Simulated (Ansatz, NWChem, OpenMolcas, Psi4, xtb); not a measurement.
# Redistribution: C2HF + C2H6S → C2H2S + C2H5F

Species: C2HF (fluoroacetylene) `C#CF`, singlet; C2H6S (ethanethiol) `CCS`, singlet; C2H2S (ethynethiol) `C#CS`, singlet; C2H5F `CCF`, singlet. The partners trade F for SH; both sit on C, so the bond types are kept.

Shapes, held fixed at every level: PBE0-D4/def2-TZVP. Flexible molecules stand in one conformer, not always the lowest. Programs: Ansatz 0.2.0, NWChem 7.3.0, OpenMolcas 26.06, Psi4 1.11, xtb 6.7.1. A level may come from different programs for different species; with the same settings they agree closely. The zero-point and thermal change to 298 K, harmonic and unscaled (PBE0-D4/def2-TZVP), is -0.6 kJ/mol.

```tsv
level	kind	ΔH(298 K) (kJ/mol)
GFN0-xTB	semi-empirical	-38.7
HF/STO-3G	Hartree–Fock	-40.2
HF/3-21G	Hartree–Fock	-41.5
HF/def2-SVP	Hartree–Fock	-72.4
B3LYP/6-31G* (spherical functions)	global hybrid	-55.5
PBE0/def2-SVP	global hybrid	-56.4
```

PBE0/def2-SVP gives ΔH(298 K) = -56.4 kJ/mol; the levels span -72.4 to -38.7. The median of the levels is -48.5. No measured value is set beside it here. Rows in sets without polarisation functions are far from converged.
